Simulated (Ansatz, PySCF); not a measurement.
This PySCF input computes a SVWN5/def2-TZVPD energy:

```python
from pyscf import gto, scf, dft

mol = gto.M(
    atom='''
    P     0.00293147    0.00160888    0.12817703
    H    -0.00384980    1.18388197   -0.65609339
    H     1.01199153   -0.61366513   -0.65676338
    H    -1.05211382   -0.59435001   -0.60979871
    ''',
    basis='def2-tzvpd',
    charge=0,
    spin=0,
    verbose=4,
)

mf = dft.RKS(mol, xc='svwn').density_fit(auxbasis='def2-universal-jkfit')
mf.grids.level = 3
mf.conv_tol = 1e-9
mf.max_cycle = 100
mf.max_memory = 1500
mf.kernel()
if not mf.converged:
    mf = mf.newton()
    mf.kernel(mf.make_rdm1())
mf.analyze()
```

Write an input for the same energy in Ansatz (a program for electronic structure) and say what it gives.


Ansatz 0.2 input:
```yaml
crystal:
  periodic: [false, false, false]
  atoms:
    - {symbol: P, position_ang: [0.00293147, 0.00160888, 0.12817703]}
    - {symbol: H, position_ang: [-0.00384980, 1.18388197, -0.65609339]}
    - {symbol: H, position_ang: [1.01199153, -0.61366513, -0.65676338]}
    - {symbol: H, position_ang: [-1.05211382, -0.59435001, -0.60979871]}
basis:
  gaussian:
    orbitals: def2-TZVPD
hamiltonian:
  xc: {name: SVWN5}
output: {forces: true}
```
It gives -341.85431 Eh, and PySCF -341.85434 Eh, a difference of 0.03 mEh, from the treatment of integrals and grids.
